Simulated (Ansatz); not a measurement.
A nudged elastic band was laid between two geometries of CH₅BN (8 atoms, charge 0, multiplicity 2).

All numbers below come from Ansatz, UKS CAM-B3LYP-D4/6-31G*.

```
movable images  : 9
climbing image  : yes
spring          : 5.0 eV/Å²
optimiser       : quadratic models (default)
start path      : through a guess of the saddle point
force threshold : 0.05 eV/Å
iteration limit : 60
end points      : relaxed
```

Initial state:

```xyz
8
Properties=species:S:1:pos:R:3
C -0.659 0.786 -0.495
B 0.027 -0.622 -0.451
N 0.860 -1.095 0.549
H -1.748 0.686 -0.560
H -0.350 1.340 -1.388
H -0.429 1.409 0.383
H 1.108 -0.551 1.370
H 1.283 -2.011 0.537
```

Final state:

```xyz
8
Properties=species:S:1:pos:R:3
C -0.658 0.787 -0.496
B 0.039 -0.616 -0.457
N 0.862 -1.094 0.549
H -1.747 0.679 -0.558
H -0.357 1.347 -1.388
H -0.432 1.408 0.384
H 1.290 -2.009 0.532
H 1.095 -0.558 1.380
```

(1) Which bonds break or form, and what moves?

(2) What energy profile does the band end with?

(3) What is the geometry of the highest image?

The band took 47 iterations and roughly 15 core-minutes.

## Answers

(1) No bond is made or broken. The dihedral C1–B2–N3–H8 changes from -180 to 0° by way of a nearly straight angle C1–B2–N3 (up to 179°), not by a turn about the bond. The two ends are copies of one structure, up to a mirror image or an exchange of like atoms.

(2) The run converged. The highest image is number 3 of 0 to 10, 0.79 eV above the ends, which have the same energy within 2 meV. Beside the main top the profile has a ripple of under 15 meV (maxima at images 3, 8), which may be a very shallow well or noise. A vibrational analysis at the climbing image gives one clearly imaginary mode, 600i cm⁻¹: a first-order saddle point.

```
image  path coordinate (Å)  energy (eV)  angle C1–B2–N3 (°)
    0                 0.00         0.00                 126
    1                 0.95         0.03                 126
    2                 1.91         0.05                 134
    3                 2.86         0.79                 179
    4                 3.39         0.28                 147
    5                 3.92         0.04                 132
    6                 4.45         0.04                 120
    7                 4.99         0.02                 126
    8                 5.52         0.03                 126
    9                 6.05         0.01                 126
   10                 6.58         0.00                 126
```

(3) 
```xyz
8
Properties=species:S:1:pos:R:3:forces:R:3
C -0.732 0.868 -0.560 -0.02 0.00 0.02
B 0.159 -0.215 0.086 0.01 0.01 -0.03
N 0.953 -1.158 0.679 0.00 0.00 0.01
H -1.809 0.729 -0.391 -0.01 0.01 -0.01
H -0.585 1.010 -1.640 0.00 0.00 0.00
H -0.470 1.823 -0.084 0.01 -0.01 0.00
H 0.720 -1.653 1.538 0.01 -0.01 -0.01
H 1.855 -1.460 0.317 0.00 -0.01 0.02
```

Run time: 15 min on 1 thread of Arm Neoverse V2, with other jobs on the host, peak memory 0.14 GiB.
